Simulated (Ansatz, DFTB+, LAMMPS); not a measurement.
**Ladder of methods for the equilibrium lattice constant a of bcc Nb**

Reference value: 3.294 Å (measured, static lattice: zero-point anharmonic expansion removed; as tabulated in Mejia-Rodriguez and Trickey (2018), arXiv:1807.09216).

### Question
What do GFN1-xTB as cut by DFTB+, UF3 Nb.uf3, PBE, r²SCAN+rVV10, r²SCAN0 give, and how far is each from the reference?

### Answer

```csv
level (code),value (Å),error (%)
GFN1-xTB as cut by DFTB+,3.368,+2.25
UF3 Nb.uf3 (LAMMPS),3.341,+1.43
PBE (Ansatz),3.310,+0.49
r²SCAN+rVV10 (Ansatz),3.295,+0.03
r²SCAN0 (Ansatz),3.298,+0.12
```

Once the reference is moved by up to 0.10 % (a margin picked here for doubts on the reference and the settings) and values within 0.10 % count as equal, the nearest can be r²SCAN+rVV10 (+0.03 %) or r²SCAN0 (+0.12 %). Farthest off among them: GFN1-xTB as cut by DFTB+ (+2.25 %). Within 0.3 %: r²SCAN+rVV10, r²SCAN0.

GFN1-xTB as cut by DFTB+: the method was fitted mainly to molecules. GFN1-xTB as cut by DFTB+: codes differ in how they cut the long-range tail of xTB's charge interaction in a crystal, so the value belongs to this code. Cutoffs and k meshes differ between the levels. Ansatz's density-functional and Hartree–Fock values are scalar-relativistic unless marked +SOC, with PAW data made under PBE.

Machine-learned potentials (UF3 Nb.uf3) are trained on DFT data: a solid inside that data is no test of them.

Differences are worked out from the printed values.

Ansatz is a program for electronic structure.
